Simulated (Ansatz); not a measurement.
```yaml
crystal:
  periodic: [false, false, false]
  atoms:
    - {symbol: N, position_ang: [0.626681, 1.158616, 0.097837]}
    - {symbol: C, position_ang: [0.030743, -0.020320, -0.380796]}
    - {symbol: O, position_ang: [0.058904, -0.172589, -1.744685]}
    - {symbol: C, position_ang: [-0.503125, -0.882564, 0.482801]}
    - {symbol: O, position_ang: [-0.503461, -0.683144, 1.824927]}
    - {symbol: H, position_ang: [0.167308, 1.983252, -0.272912]}
    - {symbol: H, position_ang: [1.605983, 1.210304, -0.160586]}
    - {symbol: H, position_ang: [-0.366294, -1.002696, -1.981807]}
    - {symbol: H, position_ang: [-0.978171, -1.808972, 0.183002]}
    - {symbol: H, position_ang: [-0.055369, 0.166912, 1.955020]}
basis:
  gaussian: {orbitals: pcseg-2}
magnetization: {spin_polarized: false, initial_magnetization: 2}
hamiltonian: {xc: {name: HF}}
correlation: {method: rpa}
```

```sh
$ ansatz run in.yaml --threads 4 --pin off --events-out ev --progress --plain --max-ram 10444MiB
```

It prints (some lines left out):

```
Functional definition: HF
1308 factors; integrals over basis functions are off by at most 8.9e-4 eV
mean field evaluation 1: about -7687.9423 eV, gradient 4.3e1 eV
mean field evaluation 2: about -7687.9575 eV, gradient 4.3e1 eV
mean field evaluation 4: about -7692.5168 eV, gradient 6.2e0 eV
mean field evaluation 8: about -7692.7974 eV, gradient 1.2e0 eV
mean field evaluation 16: about -7692.8841 eV, gradient 5.4e-2 eV
mean field evaluation 96: about -7692.7697 eV, gradient 1.2e0 eV
mean field evaluation 128: about -7692.8816 eV, gradient 1.6e0 eV
mean field -7694.08423927 eV, -282.7523805554 hartree, gradient 3.1e-6 eV, S^2 2.000000; 8 other end points of the search recorded, 0 dependent functions left out
mean field evaluation 160: about -7694.3663 eV, gradient 1.1e-3 eV
5 core orbitals not correlated: weight in the atoms' cores, before any rotation towards them, 1.000 or more for the frozen orbitals, at most 0.000 for the correlated occupied ones
reference -7694.08423927 eV, -282.7523805554 hartree; 16, 14 occupied and 199, 201 virtual orbitals, 1308 factors
Total energy: -7724.90342376 eV, -283.8849646957 hartree
```

It took 46 s on 4 threads of an Arm Neoverse N1 on a shared host, with 0.55 GiB of host memory at the peak.
